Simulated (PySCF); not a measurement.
dimethylamine (C₂H₇N), SMILES N(C)C. Geometry: B3LYP-D3(BJ)/def2-TZVP.

Method: B3LYP-D3(BJ)/def2-TZVP in PySCF.

Harmonic wavenumbers (cm⁻¹): 234, 264, 386, 768, 943, 1037, 1102, 1170, 1187, 1269, 1444, 1470, 1476, 1487, 1495, 1518, 1518, 2925, 2929, 3047, 3047, 3095, 3095, 3515. Rotational constants (GHz): 34.82, 9.317, 8.227; symmetry number 1.

Task: Work out the zero-point energy and the ideal-gas rigid-rotor harmonic-oscillator thermochemistry at 298.15 K and 1 atm.

Result: ZPE = ½ Σ hcν = ½ × 40417 cm⁻¹ = 241.75 kJ/mol. H − E(el) = 255.80 kJ/mol. Entropy in J/(mol K): translation 156.24, rotation 93.36, vibration 21.78, total 271.39. G − E(el) = 174.89 kJ/mol. Cp = 66.52 J/(mol K).
